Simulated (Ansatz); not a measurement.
# NaPH2+ (quartet): wave-function methods side by side, def2-QZVPP

The task here is to estimate one member of a computed series from the others.

Program: Ansatz 0.2.0, Gaussian basis. Level of theory: def2-QZVPP, core rule «outside noble gas», up to 10 orbitals frozen. These are calculated values, not measurements.

The runs, in order: UHF; ROHF; CCSD(T) on UHF.

2 further runs of the same task are left out: 2 set aside as unsound or not needed.

### The system

The geometry is a PBE0/def2-TZVP stationary point (not a proven minimum) of the parent state, kept for this charge and spin.

4 atoms, charge 1, spin multiplicity 4.

Atoms are counted from 1 here; the program's logs count them from 0.

Bond lengths: P1–H3 1.428 Å, P1–H4 1.422 Å. Angles: H3–P1–H4 92.2°.

The first run:

The input, in.yaml:

```yaml
crystal:
  periodic: [false, false, false]
  atoms:
    - {symbol: P, position_ang: [0.000000, 0.043087, 1.485539]}
    - {symbol: Na, position_ang: [0.000000, -0.013997, -2.203989]}
    - {symbol: H, position_ang: [0.000000, 0.351389, 2.879640]}
    - {symbol: H, position_ang: [0.000000, -1.356203, 1.740145]}
basis:
  gaussian: {orbitals: "def2-QZVPP.json"}
total_charge: 1
magnetization: {spin_polarized: true, initial_magnetization: 3}
hamiltonian: {xc: hf}
output: {orbitals: {seedname: orbitals}}
```

Started as:

```bash
> ansatz run in.yaml --threads 1 --pin off --events-out ev --progress --plain --max-ram 2393MiB
```

Steps of the session up to this table: UHF; ROHF; CCSD(T) on UHF.

One table of the session follows, with a row left open; its other results are not shown here.

| method | from UCCSD(T) (meV) |
| --- | --- |
| ROHF | +4138.9 |
| UHF | +4037.8 |
| UMP2 | ? |
| UCCSD | +142.6 |
| UCCSD(T) | 0 |

**Question.** Estimate the row for UMP2.

**Answer.** from UCCSD(T) (meV): +797.4. In the column «from UCCSD(T) (meV)» it lies between UCCSD (+142.6) and UHF (+4037.8).
